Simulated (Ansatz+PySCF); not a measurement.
Results of a calculation; reference values are marked as such.
A run of Ansatz (development build ahead of 0.2.0) on doublet H2OF in separate pieces at this shape:

```xyz
4

O     0.0000    0.0000   -0.3906
H     0.0000    0.0000    3.1246
H    30.0000    0.0000   -0.8282
F    30.0000    0.0000    0.0920
```

Its results:

| Item | Value |
| --- | --- |
| Converged | yes |
| Reference energy | -175.26203 hartree |
| Correlation energy | -0.17761 hartree |
| Total energy | -175.43964 hartree |
| Spin squared of the determinant | 1.753 |
| Stability test | minimum |

Forces (eV/Å):
```
atom     Fx     Fy      Fz
  O1  0.000  0.000   0.005
  H2  0.000  0.000  -0.005
  H3  0.000  0.000  -1.491
  F4  0.000  0.000   1.491
```

Which input gives this output? Name the method, the orbitals and the basis set, and write the input.

UHF-MP2 in 6-31G.

```yaml
crystal:
  periodic: [false, false, false]
  atoms:
    - { symbol: O, position_ang: [0.0, 0.0, -0.39057] }
    - { symbol: H, position_ang: [0.0, 0.0, 3.12456] }
    - { symbol: H, position_ang: [30.0, 0.0, -0.82818] }
    - { symbol: F, position_ang: [30.0, 0.0, 0.09202] }
basis:
  gaussian: { orbitals: "6-31G" }
magnetization:
  spin_polarized: true
  initial_magnetization: 1
hamiltonian:
  xc: hf
correlation:
  method: mp2
  frozen_orbitals: { F: 1, H: 0, O: 1 }
output:
  forces: true
```

Caution: bonds are stretched, where a single reference can fail; the unrestricted determinant is a mixture of spin states.
